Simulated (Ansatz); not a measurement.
**Scan of [OH···H···SiH$_{3}$], doublet**

Starting geometry:

```xyz
7

O    -1.7717   -0.0190    0.0000
H    -2.0210    0.9076    0.0000
H    -0.8122   -0.0190    0.0000
Si    0.9593   -0.0190    0.0000
H     1.4092   -1.4353    0.0000
H     1.4092    0.6891   -1.2265
H     1.4092    0.6891    1.2265
```

From there H3 is moved from one fragment to the other while all else, the fragments' distance too, stays fixed; atoms are numbered as listed. Energies are in kcal/mol, counted from the starting geometry at the same level. Kohn–Sham curves are unrestricted where that lies lower.

Basis cc-pVDZ; Ansatz 0.2.0. Correlated methods freeze the noble-gas cores. Prefix R: restricted or restricted open-shell reference; prefix U: unrestricted.

In so small a basis the reference is far from its limit while semilocal and hybrid functionals are nearer theirs (RPA and double hybrids share much of the reference's basis error), so the functionals' errors here hold much of the reference's basis and frozen-core error, which can add to them or hide them.

Full CI isn't at hand for all of this; UCCSDT(Q) serves as the reference, and is uncertain by about the last step of the cluster series.

```json
{"distance O1-H3 (Å)": "0.960", "UCCSDT(Q)": "0.0", "PBE": "0.0", "r2SCAN": "0.0", "PBE0": "0.0", "B3LYP": "0.0", "wB97M-V": "0.0", "B2PLYP": "0.0", "PBE-QIDH": "0.0", "RPA-PBE": "0.0"}
{"distance O1-H3 (Å)": "1.007", "UCCSDT(Q)": "0.7", "PBE": "-0.5", "r2SCAN": "-0.1", "PBE0": "0.2", "B3LYP": "0.0", "wB97M-V": "0.3", "B2PLYP": "0.3", "PBE-QIDH": "0.8", "RPA-PBE": "0.1"}
{"distance O1-H3 (Å)": "1.102", "UCCSDT(Q)": "5.7", "PBE": "2.5", "r2SCAN": "3.7", "PBE0": "4.4", "B3LYP": "3.6", "wB97M-V": "4.8", "B2PLYP": "4.7", "PBE-QIDH": "6.2", "RPA-PBE": "4.0"}
{"distance O1-H3 (Å)": "1.196", "UCCSDT(Q)": "12.0", "PBE": "8.2", "r2SCAN": "9.4", "PBE0": "10.3", "B3LYP": "8.9", "wB97M-V": "10.8", "B2PLYP": "10.7", "PBE-QIDH": "12.9", "RPA-PBE": "9.4"}
{"distance O1-H3 (Å)": "1.291", "UCCSDT(Q)": "18.1", "PBE": "15.4", "r2SCAN": "16.0", "PBE0": "16.9", "B3LYP": "14.9", "wB97M-V": "17.0", "B2PLYP": "17.0", "PBE-QIDH": "19.4", "RPA-PBE": "15.3"}
```
